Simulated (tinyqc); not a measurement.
Inside a calculation. Method: Pariser-Parr-Pople SCF with singles CI, for the molecule c1cscn1 (SMILES; centres numbered as the heavy atoms are written). Computed by tinyqc, a small Python program that keeps every step. Settings: charge = 0, gamma = Ohno, start = huckel, damping = 0, iteration cap = 53, excitations kept = 9. Command: `OMP_NUM_THREADS=1 python tinyqc.py 21195 21196 out.jsonl` (the two numbers bound the seeds that draw the settings). One thread of a shared host (Intel(R) Xeon(R) Processor @ 2.60GHz), about 0.01 s of CPU time with the checks. Later iterations appear only in the table of the cycle.

## PPP integrals

Centres (angstrom, eV; a flat drawing with bonds scaled to 1.40 angstrom):

| centre | x | y | core charge z | W | gamma_rr |
|---|---|---|---|---|---|
| 1C | 1.1910 | 0.0000 | 1 | 11.1600 | 11.1300 |
| 2C | 0.3680 | 1.1330 | 1 | 11.1600 | 11.1300 |
| 3S | -0.9630 | 0.7000 | 2 | 22.0000 | 13.0000 |
| 4C | -0.9630 | -0.7000 | 1 | 11.1600 | 11.1300 |
| 5N | 0.3680 | -1.1330 | 1 | 14.1000 | 12.3000 |

Resonance integrals (eV):

| i | j | beta |
|---|---|---|
| 1 | 2 | -2.3900 |
| 2 | 3 | -2.0200 |
| 3 | 4 | -2.0200 |
| 4 | 5 | -2.5100 |
| 5 | 1 | -2.5100 |

Ohno: gamma = 14.399645/sqrt(R^2 + a^2), a = 2 x 14.399645/(gamma_rr + gamma_ss); H_rr = -W_r - sum_(s != r) z_s gamma_rs; H_rs = beta for bonds.

repulsion gamma_rs (eV):
```
         1C       2C       3S       4C       5N
1C  11.1300   7.5528   5.6246   5.5206   7.7281
2C   7.5528  11.1300   7.8283   5.5199   5.5858
3S   5.6246   7.8283  13.0000   7.8272   5.6799
4C   5.5206   5.5199   7.8272  11.1300   7.7303
5N   7.7281   5.5858   5.6799   7.7303  12.3000
```

core matrix H (eV):
```
          1C        2C        3S        4C        5N
1C  -43.2107   -2.3900    0.0000    0.0000   -2.5100
2C   -2.3900  -45.4751   -2.0200    0.0000    0.0000
3S    0.0000   -2.0200  -48.9600   -2.0200    0.0000
4C    0.0000    0.0000   -2.0200  -45.5851   -2.5100
5N   -2.5100    0.0000    0.0000   -2.5100  -46.5039
```

## Starting guess

pi electrons, sum of z_r less the charge = 6

Orbitals of the Hueckel matrix of the beta values.

P at the start:
```
         1C       2C       3S       4C       5N
1C   1.1874   0.6614  -0.2673  -0.2256   0.6365
2C   0.6614   1.1953   0.6375  -0.2616  -0.2227
3S  -0.2673   0.6375   1.2501   0.6276  -0.2563
4C  -0.2256  -0.2616   0.6276   1.1932   0.6704
5N   0.6365  -0.2227  -0.2563   0.6704   1.1739
```

## Iteration 1: Fock matrix

F_rr = H_rr + P_rr gamma_rr / 2 + sum_(s != r) P_ss gamma_rs; F_rs = H_rs - P_rs gamma_rs / 2; E = tr P (H + F) / 2 + core repulsion sum_(r<s) z_r z_s gamma_rs.

F (eV):
```
         1C       2C       3S       4C       5N
1C  -4.8838  -4.8877   0.7519   0.6226  -4.9693
2C  -4.8877  -6.9249  -4.5152   0.7220   0.6219
3S   0.7519  -4.5152  -8.7908  -4.4764   0.7277
4C   0.6226   0.7220  -4.4764  -6.9321  -5.1011
5N  -4.9693   0.6219   0.7277  -5.1011  -7.1065
```

pi energy = -88.9859 eV

## Iteration 1: orbitals and new P

Diagonalise F (the basis is taken as orthonormal) and form P = 2 sum c c over the lowest orbitals.

orbital energies (eV): -15.2696  -11.5705  -10.4930  0.4235  2.2716

P after iteration 1:
```
         1C       2C       3S       4C       5N
1C   1.0248   0.7000  -0.2564  -0.2024   0.6346
2C   0.7000   1.2190   0.5780  -0.3291  -0.1403
3S  -0.2564   0.5780   1.3755   0.6176  -0.2789
4C  -0.2024  -0.3291   0.6176   1.1503   0.6683
5N   0.6346  -0.1403  -0.2789   0.6683   1.2304
```

## Iteration 2: Fock matrix

As before.

F (eV):
```
         1C       2C       3S       4C       5N
1C  -4.7052  -5.0333   0.7210   0.5586  -4.9623
2C  -5.0333  -6.9612  -4.2824   0.9084   0.3919
3S   0.7210  -4.2824  -8.7202  -4.4371   0.7920
4C   0.5586   0.9084  -4.4371  -6.5199  -5.0932
5N  -4.9623   0.3919   0.7920  -5.0932  -7.5033
```

pi energy = -89.3408 eV

## Iteration 2: orbitals and new P

As before.

orbital energies (eV): -15.1517  -11.5158  -10.5315  0.6236  2.1655

P after iteration 2:
```
         1C       2C       3S       4C       5N
1C   0.9731   0.7150  -0.2484  -0.1956   0.6229
2C   0.7150   1.2353   0.5490  -0.3403  -0.1271
3S  -0.2484   0.5490   1.4100   0.6242  -0.2814
4C  -0.1956  -0.3403   0.6242   1.1118   0.6662
5N   0.6229  -0.1271  -0.2814   0.6662   1.2698
```

## Iteration 3: Fock matrix

As before.

F (eV):
```
         1C       2C       3S       4C       5N
1C  -4.5839  -5.0903   0.6987   0.5400  -4.9169
2C  -5.0903  -6.9833  -4.1689   0.9391   0.3550
3S   0.6987  -4.1689  -8.7368  -4.4628   0.7992
4C   0.5400   0.9391  -4.4628  -6.3550  -5.0850
5N  -4.9169   0.3550   0.7992  -5.0850  -7.6711
```

pi energy = -89.3912 eV

## Iteration 3: orbitals and new P

As before.

orbital energies (eV): -15.1232  -11.4859  -10.5343  0.6627  2.1507

P after iteration 3:
```
         1C       2C       3S       4C       5N
1C   0.9522   0.7236  -0.2441  -0.1915   0.6147
2C   0.7236   1.2446   0.5334  -0.3410  -0.1260
3S  -0.2441   0.5334   1.4228   0.6303  -0.2825
4C  -0.1915  -0.3410   0.6303   1.0894   0.6646
5N   0.6147  -0.1260  -0.2825   0.6646   1.2909
```

## Convergence

Stop when output and input P, before any damping, agree to 1e-7.

Course of the cycle:

| iteration | E (eV) | largest \|P(out) - P(in)\| |
|---|---|---|
| 1 | -88.985947 | 1.63e-01 |
| 2 | -89.340802 | 5.17e-02 |
| 3 | -89.391151 | 2.24e-02 |
| 4 | -89.403591 | 1.20e-02 |
| 5 | -89.407154 | 6.40e-03 |
| 6 | -89.408225 | 3.43e-03 |
| 7 | -89.408553 | 1.86e-03 |
| 8 | -89.408654 | 1.02e-03 |
| 9 | -89.408686 | 5.60e-04 |
| 10 | -89.408695 | 3.10e-04 |
| 11 | -89.408698 | 1.73e-04 |
| ... | ... | ... |
| 14 | -89.408700 | 3.02e-05 |
| 15 | -89.408700 | 1.70e-05 |
| 16 | -89.408700 | 9.53e-06 |
| 17 | -89.408700 | 5.35e-06 |
| 18 | -89.408700 | 3.01e-06 |
| 19 | -89.408700 | 1.69e-06 |
| 20 | -89.408700 | 9.53e-07 |
| 21 | -89.408700 | 5.37e-07 |
| 22 | -89.408700 | 3.02e-07 |
| 23 | -89.408700 | 1.70e-07 |
| 24 | -89.408700 | 9.59e-08 |

Converged in 24 iterations.

## Converged orbitals

Charges are z - P_rr.

orbital energies (eV): -15.1015  -11.4532  -10.5432  0.6799  2.1563

coefficients:
```
       MO1      MO2      MO3      MO4      MO5
1C  0.3673   0.1788   0.5469  -0.1607   0.7129
2C  0.4012  -0.4189   0.5399   0.4470  -0.4151
3S  0.4875  -0.5974  -0.3503  -0.5296   0.0481
4C  0.4683   0.1607  -0.5354   0.6285   0.2708
5N  0.4972   0.6402   0.0081  -0.3146  -0.4938
```

pi charges: 1C 0.0681, 2C -0.2559, 3S 0.5656, 4C -0.0634, 5N -0.3144

## Singles CI, singlets

Over the 6 single excitations with the smallest orbital gaps: A = (e_a - e_i) delta + 2 (ia|jb) - (ij|ab), with (pq|rs) = sum c_mp c_mq gamma_mn c_nr c_ns. f = 2/3 w |mu|^2 in atomic units, mu = sqrt2 sum c_ia sum_m c_mi c_ma R_m.

singlet CI matrix (eV):
```
         3>4      2>4      3>5      2>5      1>4      1>5
3>4   5.8124   0.0642  -0.0574   0.8539   0.2029   0.2936
2>4   0.0642   6.4551  -0.9645   0.1328   0.2480  -0.1819
3>5  -0.0574  -0.9645   6.9596  -0.0543   0.1310  -0.2825
2>5   0.8539   0.1328  -0.0543   7.6855  -0.2193  -0.1661
1>4   0.2029   0.2480   0.1310  -0.2193   9.1296  -0.0550
1>5   0.2936  -0.1819  -0.2825  -0.1661  -0.0550  10.6984
```

singlet excitation energies (eV): 5.4395  5.6668  7.6359  8.0682  9.1839  10.7464

oscillator strengths: 0.1673  0.0173  0.7724  0.8258  0.0302  0.0027

## Singles CI, triplets

Over the 6 single excitations with the smallest orbital gaps: A = (e_a - e_i) delta - (ij|ab), with (pq|rs) = sum c_mp c_mq gamma_mn c_nr c_ns.

triplet CI matrix (eV):
```
         3>4      2>4      3>5      2>5      1>4      1>5
3>4   3.6200  -0.1384   0.2595  -0.0873   0.8055   0.6925
2>4  -0.1384   4.2624  -0.0873  -0.1778   0.5105  -0.7023
3>5   0.2595  -0.0873   5.1146   0.0169   0.6925  -0.8457
2>5  -0.0873  -0.1778   0.0169   6.1403  -0.7023  -0.7198
1>4   0.8055   0.5105   0.6925  -0.7023   7.9445  -0.2035
1>5   0.6925  -0.7023  -0.8457  -0.7198  -0.2035   9.8085
```

triplet excitation energies (eV): 3.3425  4.0236  4.9541  5.8289  8.5087  10.2325
